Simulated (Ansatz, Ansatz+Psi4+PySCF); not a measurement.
```xyz
7

C     0.0000    0.0290   -0.6397
N     0.0000    0.0648    0.6909
H     0.0000   -0.8994   -1.0671
H    -0.8114    0.5206   -0.9966
H     0.8114    0.5206   -0.9966
H    -0.7477   -0.3847    1.0310
H     0.7477   -0.3847    1.0310
```

Basis set: cc-pVTZ (spherical functions). Correlated methods keep 2 orbitals frozen. Charge 0, multiplicity 1.

Computed with Ansatz (development build ahead of 0.2.0); each method stands on the lowest determinant of its kind that the runs found. Restricted open shells among the atoms or ions are ROHF, correlated in semicanonical orbitals with singles.

Give the atomization energy at this shape (free ground-state atoms in the same class of orbitals less the molecule, no zero-point energy) of singlet CH5N by RHF-MP2, RHF.

```csv
method,atomization energy
RHF-MP2,2278.0 kJ/mol
RHF,1676.4 kJ/mol
```

Caution: no unrestricted run beside it, a lower state can exist; the shape is not the minimum.
